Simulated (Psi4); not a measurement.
Psi4 input (wB97X-D/6-31G*):

```
memory 1500 MB

molecule {
1 1
Be   -0.00000000   -0.00000000   -0.26442914
H     0.00000000    0.00000000    1.05771656
symmetry c1
no_reorient
no_com
}

set {
  basis 6-31G*
  reference rks
  scf_type pk
  dft_radial_points 99
  dft_spherical_points 590
  e_convergence 1e-8
  d_convergence 1e-7
  maxiter 150
}

e = energy('wb97x-d')
print_out(f'\nFINAL {e:.10f} DIPOLE {variable("CURRENT DIPOLE")[0]:.6f} {variable("CURRENT DIPOLE")[1]:.6f} {variable("CURRENT DIPOLE")[2]:.6f}\n')
```

Task: Predict the final energy.

Result: -14.95318 Eh.
